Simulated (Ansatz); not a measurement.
The end point of a relaxation of Cu. Method: PBEsol (plane waves to 420 eV, PAW, scalar-relativistic; Ansatz, a quantum-chemistry and plane-wave program).

```cif
data_Cu
_chemical_formula_sum 'Cu1'
_space_group_name_H-M_alt 'P 1'
_space_group_IT_number 1
_cell_length_a 2.51957
_cell_length_b 2.51957
_cell_length_c 2.51957
_cell_angle_alpha 60.000
_cell_angle_beta 60.000
_cell_angle_gamma 60.000
loop_
_space_group_symop_operation_xyz
  'x, y, z'
loop_
_atom_site_label
_atom_site_type_symbol
_atom_site_fract_x
_atom_site_fract_y
_atom_site_fract_z
_atom_site_occupancy
Cu1 Cu 0.00000 0.00000 0.00000 1
```

Task: Determine the symmetry and give the standard cell with its independent sites.

Result: Space group Fm-3m (No. 225); a = b = c = 3.5632 Å, α = β = γ = 90.00°

| atom | site | symmetry | x | y | z |
|---|---|---|---|---|---|
| Cu | 4a | m-3m | 0.0000 | 0.0000 | 0.0000 |

This is the fcc (Cu type).

Task: Give the shortest distances between elements (the closest pairs, up to four, under 3.6 Å).

Result: Cu–Cu 2.52 Å.

```yaml
volume_per_atom: 11.31 Å³
band_gap: no gap (metallic)
```

No spin polarisation in the result.

Measured for Cu: a 3.595 Å (static lattice; corrected from measurement; as listed in Gábor I. Csonka et al., Physical Review B (2009)). Computed minus measured — a: PBEsol -0.9 %. The computed values are for a static lattice.

The run could not lose the symmetry of its start.
